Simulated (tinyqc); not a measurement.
Inside a calculation. Method: Hueckel theory of the pi electrons, for the molecule C=C1C=C1 (SMILES; centres numbered as the heavy atoms are written). Computed by tinyqc, a small Python program that keeps every step. Settings: charge = 0. Command: `OMP_NUM_THREADS=1 python tinyqc.py 24740 24741 out.jsonl` (the two numbers bound the seeds that draw the settings). One thread of a shared host (Intel(R) Xeon(R) Processor @ 2.60GHz), about 0.01 s of CPU time with the checks.

## The Hueckel matrix

Centres:
```
centre  z_r, pi electrons of the neutral centre         h
1C                                            1  0.000000
2C                                            1  0.000000
3C                                            1  0.000000
4C                                            1  0.000000
```

Bonds:
```
i  j  k
1  2  1
2  3  1
3  4  1
4  2  1
```

H_rr = alpha + h_r beta, H_rs = k_rs beta for bonded centres.

Hueckel matrix in units of beta (H = alpha + beta A), lower triangle:
```
          1C        2C        3C        4C
1C  0.000000
2C  1.000000  0.000000
3C  0.000000  1.000000  0.000000
4C  0.000000  1.000000  1.000000  0.000000
```

## Orbitals

pi electrons, sum of z_r less the charge = 4

Diagonalise; E = alpha + x beta with beta < 0, so the largest x are filled first; degenerate levels share their electrons. P = sum n_i c_ri c_si; each orbital has its largest coefficient positive (the first on a tie).

x values: 2.170086  0.311108  -1.000000  -1.481194

occupations: 2.000000  2.000000  0.000000  0.000000

coefficients:
```
         MO1        MO2        MO3        MO4
1C  0.281845   0.815225   0.000000  -0.505937
2C  0.611628   0.253623   0.000000   0.749390
3C  0.522721  -0.368160   0.707107  -0.302028
4C  0.522721  -0.368160  -0.707107  -0.302028
```

charge and bond-order matrix P, lower triangle:
```
           1C        2C        3C        4C
1C   1.488056
2C   0.758288  0.876828
3C  -0.305614  0.452674  0.817558
4C  -0.305614  0.452674  0.817558  0.817558
```

## Energy, charges, bond orders

E = sum n x; q_r = z_r - P_rr; bond order p = P_rs; free valence = sqrt(3) - sum of p over the bonds of the atom.

pi energy = 4 alpha + this times beta = 4.962389

pi charges: 1C -0.488056, 2C 0.123172, 3C 0.182442, 4C 0.182442

Bond orders and lengths from R = 1.517 - 0.180 p (angstrom, C-C alone):
```
bond         p         R
1-2   0.758288  1.380508
2-3   0.452674  1.435519
3-4   0.817558  1.369840
4-2   0.452674  1.435519
```

free valence of the carbons: 1C 0.973763, 2C 0.068415, 3C 0.461819, 4C 0.461819

gap between the highest filled and the next level = 1.311108 |beta|
